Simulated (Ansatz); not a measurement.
A nudged elastic band was laid between two geometries of H3N + H6Si2 (12 atoms, charge 0, multiplicity 1).

Method: RKS PBE0-D4/6-31G* in Ansatz.

```json
{
 "movable images": "7",
 "climbing image": "yes",
 "spring": "5.0 eV/Å²",
 "optimiser": "quadratic models (default)",
 "start path": "through a guess of the saddle point",
 "force threshold": "0.05 eV/Å",
 "iteration limit": "60",
 "end points": "relaxed"
}
```

First end point:

```xyz
12
Properties=species:S:1:pos:R:3
Si 0.400 -0.002 -0.193
H 0.585 -0.022 1.287
H 1.749 0.048 -0.825
Si -0.888 1.850 -0.845
H -2.218 1.420 -1.365
H -1.113 2.777 0.300
H -0.196 2.609 -1.926
H -0.260 -1.276 -0.598
N -2.777 -0.122 1.576
H -2.813 -0.544 0.653
H -2.811 0.885 1.453
H -1.873 -0.348 1.979
```

Last end point:

```xyz
12
Properties=species:S:1:pos:R:3
Si -0.782 -0.262 -0.452
H -0.316 1.220 2.843
H 0.560 -0.505 0.152
Si -0.911 1.997 -1.085
H -2.207 2.286 -1.771
H -0.837 2.896 0.107
H 0.192 2.385 -2.015
H -0.917 -1.100 -1.678
N -1.999 -0.821 0.660
H -2.924 -0.989 0.285
H -2.067 -0.374 1.565
H -0.009 0.542 2.885
```

What changes between the two ends?

Bonds broken: Si1–H2, N9–H12. Bonds formed: Si1–N9, H2–H12. H3N + H6Si2 becomes H2 + H7NSi2.

What energy profile does the band end with?

The forces met the threshold. The highest image is number 3 of 0 to 8, 175.2 kJ/mol above the first end and 176.8 kJ/mol above the last; the last end lies 1.6 kJ/mol below the first. A structure lower than the last end lies on the path between it and the top, so the climb from that side starts below the end, which may itself be a saddle point or a shallow side well. Neighbouring images differ by up to 1.8 eV, so the band resolves the path poorly. A vibrational analysis at the climbing image gives one clearly imaginary mode, 1436i cm⁻¹, and a faint second one (20i cm⁻¹) that may be numerical noise or a soft torsion: probably a first-order saddle point. The orbitals stay closed-shell, which can raise the energy where a bond breaks towards radicals; this wasn't checked here.

| image | path coordinate (Å) | energy (kJ/mol) | Si1–H2 (Å) | N9–H12 (Å) | Si1–N9 (Å) |
| --- | --- | --- | --- | --- | --- |
| 0 | 0.00 | 0.0 | 1.49 | 1.02 | 3.64 |
| 1 | 1.85 | -0.4 | 1.49 | 1.02 | 3.78 |
| 2 | 3.71 | 15.3 | 1.50 | 1.01 | 2.59 |
| 3 | 5.56 | 175.2 | 1.97 | 1.21 | 1.89 |
| 4 | 7.00 | 1.7 | 3.18 | 2.25 | 1.74 |
| 5 | 8.45 | -5.7 | 4.11 | 2.67 | 1.74 |
| 6 | 9.89 | -2.7 | 3.99 | 2.83 | 1.74 |
| 7 | 11.33 | -1.3 | 3.98 | 3.02 | 1.74 |
| 8 | 12.78 | -1.6 | 3.64 | 3.28 | 1.74 |

What is the geometry of the highest image?


```xyz
12
Properties=species:S:1:pos:R:3:forces:R:3
Si -0.548 0.044 -0.080 0.01 0.01 -0.04
H -0.426 0.932 1.672 0.00 0.01 0.00
H 0.811 -0.470 0.226 0.00 0.00 0.01
Si -0.791 2.206 -0.913 0.00 -0.02 0.01
H -2.256 2.506 -0.951 0.00 0.01 0.02
H -0.126 3.234 -0.070 0.02 0.00 -0.01
H -0.287 2.312 -2.316 -0.02 0.00 -0.01
H -0.980 -0.822 -1.253 0.01 0.00 0.01
N -1.825 -0.674 1.119 0.01 -0.01 0.02
H -1.748 -1.674 1.308 0.00 0.00 0.00
H -2.799 -0.439 0.930 0.00 0.01 -0.02
H -1.243 0.119 1.824 -0.03 0.00 -0.01
```

The run took 13 min on 1 thread of Arm Neoverse V2 (shared host), peak memory 0.14 GiB.
